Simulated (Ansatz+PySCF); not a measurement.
The numbers below are computed, except where a source is named.
Input for PySCF 2.14.0:

```python
from pyscf import gto, scf

mol = gto.M(atom="""
N 0.000000 0.000000 0.000000
H 0.594480 0.594480 0.594480
H 0.594480 -0.594480 -0.594480
H -0.594480 0.594480 -0.594480
H -0.594480 -0.594480 0.594480
F 30.000000 0.000000 0.000000
""", basis='sto-3g', charge=0, spin=0)
mf = scf.UHF(mol)
mf.kernel()
print(mf.converged, mf.e_tot, mf.spin_square()[0])
```

The script is written out from the run's settings.

Output:

```
Converged                       : yes
Total energy                    : -153.64675 hartree
Spin squared of the determinant : 1.007
Cycles                          : 48
```

Caution: the unrestricted determinant is a mixture of spin states; the determinant breaks the point group.
